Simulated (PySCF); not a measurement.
**Question.** What does the PBE0-D3(BJ)/def2-SVP structure of 3-chloropropionamide (`NC(=O)CCCl`) look like in three dimensions?

**Answer.** 
Z-matrix in Å and degrees, rows numbered from 1:
```
N 
C   1  1.3572
O   2  1.2141  1  122.86
C   2  1.5198  1  114.96  3   179.37
C   4  1.5116  2  110.90  1   171.56
Cl  5  1.7871  4  110.84  2   177.78
H   1  1.0090  2  122.39  3   179.90
H   1  1.0115  2  118.37  3    -0.89
H   4  1.1023  2  110.25  1    48.88
H   4  1.1033  2  108.96  1   -67.45
H   5  1.0974  4  111.40  2   -62.39
H   5  1.0966  4  110.93  2    57.70
```

N1 (amide nitrogen) is planar (angles 122.4°, 119.2° and 118.4°, sum 360.0°, 0.00 Å off the plane of its three neighbours). Of the pairs four or more bonds apart, O3···H12 is among the closest relative to their van der Waals radii: 2.62 Å, 96 % of the sum of Bondi's values.

Theory: PySCF 2.14.0, PBE0-D3(BJ)/def2-SVP geometry optimisation, gas phase.

Point group: near Cs, missed by 0.34 Å at most; the miss may be what the optimiser left on a soft mode. No frequency check. One conformer, not necessarily the lowest (N1–C2–C4–C5 172°, C2–C4–C5–Cl6 178°).

Time: 33 s; peak memory 0.47 GiB. Hardware: one thread, Arm Neoverse V1 (aarch64), on a shared host. This is the geometry optimisation.
